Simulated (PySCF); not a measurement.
These 8 structures share the formula C4H5Cl. The calculation used PBE0-D3(BJ)/def2-SVP geometry optimisation, gas phase in PySCF. One conformer each; no zero-point energy, no entropy. No frequencies were run at this level. Point groups hold within 0.08 Å.

**Question.** Rank from lowest to highest electronic energy at this level (kJ/mol).
A. `Cl[C@H]1[C@H]2C[C@@H]12`
B. `CC1=C(Cl)C1`
C. `[CH2:1]=[CH:2]/[CH:3]=[CH:4]/[Cl:5]` with C1–C2–C3–C4 180°
D. `C=C1C[C@H]1Cl`
E. 1-chloro-2-butyne (`CC#CCCl`)
F. `C#C[C@H](C)Cl` (3-chloro-1-butyne)
G. `[CH2:1]=[CH:2][C:3](=[CH2:4])[Cl:5]` with C1–C2–C3–C4 180°
H. `[Cl:1][CH2:2][C:3]1=[CH:4][CH2:5]1` with Cl1–C2–C3–C4 0°

**Answer.** G (0.0), C (1.5), E (63.0), A (66.8), D (69.2), F (83.8), B (107.8), H (126.4).

As drawn, the highest has a three-membered ring, which the lowest lacks. Neighbours under 10 kJ/mol apart (C=CC(=C)Cl and C=C/C=C/Cl; CC#CCCl and Cl[C@H]1[C@H]2C[C@@H]12; Cl[C@H]1[C@H]2C[C@@H]12 and C=C1C[C@H]1Cl) can change places with a better method, another conformer or zero-point energy.

```json
{"SMILES": "C=CC(=C)Cl", "E (Eh)": "-614.99728", "E rel (kJ/mol)": "0.0", "dipole (D)": "1.36", "point group": "Cs", "A, B, C (MHz)": "5425, 3749, 2217"}
{"SMILES": "C=C/C=C/Cl", "E (Eh)": "-614.99671", "E rel (kJ/mol)": "1.5", "dipole (D)": "1.26", "point group": "Cs", "A, B, C (MHz)": "30983, 1448, 1383"}
{"SMILES": "CC#CCCl", "E (Eh)": "-614.97327", "E rel (kJ/mol)": "63.0", "dipole (D)": "2.23", "point group": "–", "A, B, C (MHz)": "16346, 1472, 1374"}
{"SMILES": "Cl[C@H]1[C@H]2C[C@@H]12", "E (Eh)": "-614.97182", "E rel (kJ/mol)": "66.8", "dipole (D)": "2.74", "point group": "Cs", "A, B, C (MHz)": "10437, 2918, 2716"}
{"SMILES": "C=C1C[C@H]1Cl", "E (Eh)": "-614.97094", "E rel (kJ/mol)": "69.2", "dipole (D)": "1.72", "point group": "C1", "A, B, C (MHz)": "8366, 2680, 2211"}
{"SMILES": "C#C[C@H](C)Cl", "E (Eh)": "-614.96538", "E rel (kJ/mol)": "83.8", "dipole (D)": "1.84", "point group": "C1", "A, B, C (MHz)": "5926, 2960, 2099"}
{"SMILES": "CC1=C(Cl)C1", "E (Eh)": "-614.95623", "E rel (kJ/mol)": "107.8", "dipole (D)": "1.61", "point group": "near Cs", "A, B, C (MHz)": "9023, 2337, 1902"}
{"SMILES": "ClCC1=CC1", "E (Eh)": "-614.94913", "E rel (kJ/mol)": "126.4", "dipole (D)": "1.27", "point group": "Cs", "A, B, C (MHz)": "14041, 2056, 1836"}
```

**Question.** As an exercise, what shares would exp(−E/RT) give at 2000 K from these electronic energies alone (no entropy, no degeneracies)?

**Answer.** RT = 16.629 kJ/mol: C=CC(=C)Cl 50.5 %, C=C/C=C/Cl 46.2 %, CC#CCCl 1.1 %, Cl[C@H]1[C@H]2C[C@@H]12 0.9 %, C=C1C[C@H]1Cl 0.8 %, C#C[C@H](C)Cl 0.3 %, CC1=C(Cl)C1 0.1 %, ClCC1=CC1 under 0.1 %.
